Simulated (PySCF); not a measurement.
# Broadened absorption spectrum of F3H2P

Compound: F3H2P.
SMILES: `F[PH2](F)F`

Level of theory: TDDFT CAM-B3LYP/def2-SVPD, vertical, gas phase, core orbitals frozen in the response (PySCF 2.14.0, density-fitted response routines). Isolated species at its PBE0-D3(BJ)/def2-SVP geometry, gas phase.

Broadening: Gaussians 0.25 eV wide at half height, area fixed by f = 4.319×10⁻⁹ ∫ε dν̃. The width is an assumption, not a result. The curve ends short of the highest state used, and states not computed would add to its high-energy end.

| E (eV) | ε (L mol⁻¹ cm⁻¹) |
| --- | --- |
| 7.90 | 2 |
| 7.99 | 31 |
| 8.07 | 182 |
| 8.16 | 677 |
| 8.24 | 1194 |
| 8.33 | 1146 |
| 8.41 | 605 |
| 8.50 | 149 |
| 8.58 | 24 |
| 8.67 | 1 |
| 8.75 | 0 |
| 8.84 | 1 |
| 8.92 | 9 |
| 9.00 | 93 |
| 9.09 | 648 |
| 9.17 | 1995 |
| 9.26 | 3652 |
| 9.34 | 3900 |
| 9.43 | 4539 |
| 9.51 | 7250 |
| 9.60 | 9131 |
| 9.68 | 7431 |
| 9.77 | 4610 |
| 9.85 | 2617 |
| 9.94 | 926 |
| 10.02 | 218 |
| 10.10 | 44 |
| 10.19 | 145 |
| 10.27 | 600 |
| 10.36 | 1525 |

Q: Where are the band maxima, and which computed states make them?

A: 150 nm (8.28 eV), ε about 1300, made up of S1 (100%); 133 nm (9.31 eV), ε about 3900, made up of S2 (91%) (hardly more than a shoulder); 129 nm (9.59 eV), ε about 9100, made up of S3 (93%) (ε in L mol⁻¹ cm⁻¹; maxima over ε = 5, shares over 10%). At its high-energy end, 10.36 eV, the curve is still rising (ε about 1500, from S5). The states used: S1 8.28 eV (f 0.012); S2 9.29 eV (f 0.034); S3 9.58 eV (f 0.079); S4 9.78 eV (f 0.026); S5 10.43 eV (f 0.018); S6 10.57 eV (f 0.0000); S7 10.78 eV (f 0.0019); S8 10.85 eV (f 0.0006); S9 10.89 eV (f 0.0001); S10 10.96 eV (f 0.051).

Q: What would ε be at 9.59 eV, the highest of these maxima, with half the width (0.125 eV)?

A: About 16900 L mol⁻¹ cm⁻¹ against 9140, a factor of about 1.8; a lone state at its own centre would give exactly 2.

Q: Coming from long wavelengths, where does ε first pass 100 L mol⁻¹ cm⁻¹?

A: At about 154 nm (8.04 eV), 0.24 eV below S1.

Q: Does any computed singlet lie in the visible range?

A: No computed singlet lies in the visible range (380 to 750 nm); the lowest, at 150 nm, stands 5.02 eV above its violet end (3.26 eV).

The vertical ionisation energy (ΔSCF) is 13.38 eV, 2.42 eV above S10.
